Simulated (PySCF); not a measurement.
Compound: benzyl, C7H7 (doublet state).
Cartesian coordinates in Å at the PBE0-D3(BJ)/def2-SVP level; atoms count from 1:
```
atom  x, y, z in Å
C1     2.320   -0.187    0.016
C2     0.917   -0.073    0.004
C3     0.276    1.191   -0.133
C4    -1.105    1.295   -0.144
C5    -1.905    0.153   -0.018
C6    -1.300   -1.103    0.118
C7     0.080   -1.218    0.130
H8     2.956    0.695   -0.080
H9     2.803   -1.160    0.121
H10    0.895    2.086   -0.231
H11   -1.573    2.277   -0.251
H12   -2.994    0.241   -0.027
H13   -1.920   -1.997    0.216
H14    0.547   -2.201    0.236
```

The species is benzyl (`[CH2]c1ccccc1`).

Computed, not measured: PySCF, UHF, IGLO-III on C, pcH-1 on H, non-relativistic, mean-field spin-orbit, GIAO. Isolated species at its PBE0-D3(BJ)/def2-SVP geometry, gas phase.

Output of the driver script (its header reads UKS for Hartree–Fock too). The program numbers atoms from 0.

```
UKS, final grid
  cycle   1  E = -269.11097943  |g| = 3.23e-01
  cycle   2  E = -269.19496462  |g| = 1.04e-01
  cycle   3  E = -269.20819153  |g| = 5.10e-02
  cycle   4  E = -269.21235069  |g| = 3.48e-02
  cycle   5  E = -269.21617320  |g| = 2.74e-02
  cycle   6  E = -269.22032346  |g| = 2.04e-02
  cycle   7  E = -269.22255476  |g| = 1.59e-02
  cycle   8  E = -269.22457979  |g| = 7.32e-03
  cycle   9  E = -269.22489201  |g| = 2.25e-03
  cycle  10  E = -269.22489772  |g| = 1.22e-03
  cycle  11  E = -269.22490207  |g| = 4.72e-04
  cycle  12  E = -269.22490251  |g| = 1.62e-04
  cycle  13  E = -269.22490256  |g| = 6.42e-05
  cycle  14  E = -269.22490257  |g| = 2.58e-05
  cycle  15  E = -269.22490257  |g| = 1.29e-05
  cycle  16  E = -269.22490257  |g| = 5.43e-06
E = -269.22490257 Eh   <S^2> = 1.3532 (exact 0.7500)
g shifts (ppm)      1          2          3
  rmc          -139       -139       -139
  gc             13         35         36
  oz_so          -4        488        494
  total        -130        384        391
hyperfine (MHz)  atom isotope    a_iso     a_fc   dipolar eigenvalues
    0   13C     162.21     162.21    -62.82    -60.41    123.24
    1   13C    -169.66    -169.66    -67.21     32.81     34.40
    2   13C     137.84     137.84    -42.81    -40.86     83.67
    3   13C    -133.44    -133.44    -72.52     34.49     38.03
    4   13C     136.81     136.81    -43.63    -39.45     83.08
    5   13C    -133.41    -133.41    -72.52     34.50     38.02
    6   13C     137.85     137.85    -42.82    -40.85     83.67
    7    1H    -105.72    -105.72    -33.78     -2.04     35.82
    8    1H    -105.67    -105.67    -33.78     -2.04     35.82
    9    1H     -75.92     -75.92    -20.87     -1.65     22.52
   10    1H      66.79      66.79    -18.18     -2.73     20.91
   11    1H     -76.40     -76.40    -24.92      0.79     24.13
   12    1H      66.80      66.80    -18.18     -2.73     20.91
   13    1H     -75.91     -75.91    -20.87     -1.65     22.52
```

Question: The SCF converged. Why should these EPR parameters still be doubted?

Answer: ⟨S²⟩ = 1.353 is 80 % above the exact 0.750: the determinant holds components of higher spin, so its spin density, and the couplings taken from it, aren't those of a pure doublet state. Most negative Mulliken spin populations: C2 (-0.73), C6 (-0.73) and C4 (-0.73), with atoms counted from 1. At the same geometry and basis B3LYP gives ⟨S²⟩ = 0.781, g_iso = 2.0026 (here 2.0025) and a(13C, atom 1 as the log counts) = -39.2 MHz (here -169.7, class means).
